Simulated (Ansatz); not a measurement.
**NH− (quartet): relaxing a cheap start**

Aim: relax a generated start of NH− (quartet) and see which bonds hold.

Computed with Ansatz 0.2.0, Gaussian basis. Level: UKS PBE0/def2-TZVPD.

## Step 1: Where the work starts

2 atoms, charge -1, spin multiplicity 4.

Atoms are counted from 1 here; the program's logs count them from 0.

Bond lengths: N1–H2 1.020 Å.

As a file:

```xyz
2

N     0.0000    0.0000    0.0000
H     0.0000    0.0000    1.0200
```

The start is set by covalent radii. Sticks and bond lists go by distance. 

## Step 2: Relaxation

File in.yaml:

```yaml
crystal:
  periodic: [false, false, false]
  atoms:
    - {symbol: N, position_ang: [0.000000, 0.000000, 0.000000]}
    - {symbol: H, position_ang: [0.000000, 0.000000, 1.020000]}
basis:
  gaussian: {orbitals: def2-TZVPD}
total_charge: -1
magnetization: {spin_polarized: true, initial_magnetization: 3}
hamiltonian: {xc: pbe0}
relax: {f_tol: 0.004, max_steps: 80}
```

Launch:

```console
ansatz run in.yaml --threads 1 --pin off --events-out ev --progress --plain --max-ram 2176MiB
```

Before running it: what results should come out? Wanted: energy gained; shift from the start; total energy; ⟨S²⟩.

As calculated:

| quantity | value |
| --- | --- |
| steps | 5 |
| energy gained | 0.039 eV |
| shift from the start (rms) | 0.027 Å |
| total energy | -1499.5015 eV |
| ⟨S²⟩ | 3.755 |

What this shows: The bonds of the start are those of the end. N1–H2 went from 1.020 to 1.074 Å. No vibrations were run, so this is a stationary point, not a proven minimum, and this spin need not be the ground state's.
